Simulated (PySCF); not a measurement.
Bond curve of SO

Set-up: basis S x2c-TZVPPall, O x2c-TZVPPall; spin-free X2C with a Gaussian nucleus; PySCF 2.14. Energies in eV from S + O in their ground configurations at the same level. All curves are PBE0. state 1: ³Σ⁻ (triplet), unpaired electrons π ↑↑; state 2: Ms = 0 determinant of mixed spin (⟨S²⟩ near 1.0), unpaired electrons π ↑↓, a mixture of terms (⟨Lz²⟩ = 2.0), a second solution, started from another occupation; state 3: singlet, one real π or δ orbital doubly filled, a mixture of terms (⟨Lz²⟩ = 2.0), a second solution, started from another occupation; state 4: ⁵Π (quintet), unpaired electrons σ ↑, π ↑↑↑, a second solution, started from another occupation.

| R (Å) | state 1 | state 2 | state 3 | state 4 |
| --- | --- | --- | --- | --- |
| 1.276 | -3.661 | -3.349 | -2.272 | 7.7282 |
| 1.336 | -4.668 | -4.358 | -3.291 | 5.7936 |
| 1.395 | -5.217 | -4.908 | -3.851 | 4.3419 |
| 1.440 | -5.408 | -5.099 | -4.048 | 3.4858 |
| 1.484 | -5.457 | -5.148 | -4.103 | 2.7793 |
| 1.528 | -5.397 | -5.089 | -4.048 | 2.1900 |
| 1.588 | -5.190 | -4.882 | -3.847 | 1.5462 |
| 1.662 | -4.793 | -4.485 | -3.456 | 0.9192 |
| 1.751 | -4.193 | -3.886 | -2.863 | 0.3668 |
| 1.870 | -3.299 | -2.992 | -1.976 | -0.1088 |

Put a parabola through the three lowest points of the state 1 curve and estimate Re, k and ωe (reduced mass 10.66 u; 1 eV/Å² = 0.16022 mdyn/Å; ωe = 1302.8·√(k/μ) cm⁻¹).

Through R = 1.44, 1.484, 1.528 Å the second-order coefficient is 28.2 eV/Å², so Re ≈ 1.482 Å, k ≈ 9.02 mdyn/Å and ωe ≈ 1198 cm⁻¹. A polynomial fit of higher order to the unrounded PBE0 energies gives Re = 1.480 Å, k = 9.01 mdyn/Å, ωe = 1198 cm⁻¹; anharmonicity and rounding make the difference.

The higher-order fit for each curve: state 1: Re = 1.480 Å, ωe = 1198 cm⁻¹, De = 5.46 eV; state 2: Re = 1.480 Å, ωe = 1198 cm⁻¹, minimum 5.15 eV below the ground-state fragments; state 3: Re = 1.482 Å, ωe = 1194 cm⁻¹, minimum 4.10 eV below the ground-state fragments. State 4 gave no clean fit.

The state is the lowest determinant that a PBE0 search found; another state may lie lower at other levels.
